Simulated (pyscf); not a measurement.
PySCF, gas phase, ωB97X-D3(BJ)/def2-SVP geometries. Correlated levels are frozen-core, on RHF or UHF. ΔMP2 is the change of the MP2 total energy from the triple- to the quadruple-zeta basis.

Task: PBE/def2-TZVP puts the barrier of `[H]` [doublet] + `[OH][OH]` → `[OH2]` + `[OH]` [doublet] (substitution at O; doublet surface; O–O broken, H–O formed) at -0.02 eV and the reaction energy at -2.60 eV, from the separated reactants. What do r²SCAN/def2-TZVP, M06-2X/def2-TZVP, CCSD(T)/def2-TZVPP + ΔMP2(QZVPP) give on the same structures?

Result: r²SCAN: ΔE‡ = -0.05 eV, ΔE = -2.96 eV; M06-2X: ΔE‡ = 0.39 eV, ΔE = -2.96 eV; CCSD(T): ΔE‡ = 0.31 eV, ΔE = -3.12 eV. PBE's barrier lies among them. Its reaction energy lies over all of them, by 0.35 to 0.52 eV. On the product side the descent ends in a complex, 0.29 eV under the separated species and 3.60 eV under the saddle at ωB97X-D3(BJ)/def2-TZVP. At PBE, r²SCAN this geometry lies under the reactants; that is no barrier but a single point on another level's saddle; such a level's own saddle, if it has one, lies nearer that side and is low. One saddle was located; it need not be the lowest between these sides. The angle at the attacked O is 161°. The CCSD(T) − MP2 part came from Ansatz, without density fitting, on the same reference. A UHF reference is spin-contaminated (<S²> up to 0.97), which harms MP2 most. Left out: the spin-orbit lowering of OH.
